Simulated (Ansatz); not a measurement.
HSi–BH, sextet: the ladder up to UCCSDT(Q)

Geometry: that of the HSi–BH, quartet, kept fixed. The quartet lies 5.6 eV lower here.

```yaml
atoms:
  - { symbol: Si, position_ang: [0.0000, -0.0471, 0.5518] }
  - { symbol: B, position_ang: [0.0000, -0.0605, -1.3633] }
  - { symbol: H, position_ang: [0.0000, 1.1711, 1.4474] }
  - { symbol: H, position_ang: [0.0000, 0.7893, -2.2001] }
```

Basis cc-pVTZ; Ansatz 0.2.0. Correlated methods freeze the noble-gas cores, which leaves 9 electrons in 86 orbitals. R marks a restricted (for open shells ROHF) determinant, U an unrestricted one. Active spaces: valence = (9e, 10o) chosen from the atoms' valence shells.

Full CI isn't at hand for all of this; UCCSDT(Q) serves as the reference, and is uncertain by about the last step of the cluster series. The frozen core follows each run's orbitals, which can shift R against U totals by a few meV.

The UHF ⟨S²⟩ is 8.762, the T1 diagnostic (RCCSD) is 0.0499 and the largest doubles amplitude (RCCSD) is 0.060. The T1 diagnostic (UCCSD) is 0.0471.

```csv
level,E − E(UCCSDT(Q)) (kJ/mol),share of correlation (%),wall time
RHF,484.4,0.00,–
UHF,475.3,1.88,–
RMP2,118.3,75.58,–
UMP2,117.8,75.69,–
RCCSD,26.3,94.57,–
UCCSD,25.9,94.66,–
RCCSD(T),5.9,98.78,10 s (H100)
UCCSD(T),5.7,98.82,4.9 s (H100)
BCCD(T),5.8,98.80,7.5 s (H100)
RCCSDT,1.2,99.75,–
UCCSDT,0.9,99.80,–
RCCSDT(Q),0.4,99.92,11 s (H100)
CASSCF (valence space),363.1,25.04,–
NEVPT2 (valence space),97.4,79.89,5.5 s (H100)
MRCISD (valence space),35.8,92.61,–
MRCISD+Q (valence space),11.8,97.57,10 s (H100)
```

The correlation energy at UCCSDT(Q), counted from RHF, is -5.021 eV. That run took 11 s on 2 threads of AMD EPYC 7R13 with a shared H100 80 GB, shared host.

Times hold each run's SCF and search for its determinant on a shared host, so for small cases they say little of a method's own cost.

Natural occupations of CASSCF (valence space) about the gap: 1.973 1.957 1.013 1.002 0.999 0.997 0.993 0.032 0.023 0.013; effectively unpaired electrons, Σ n²(2−n)², 5.02.
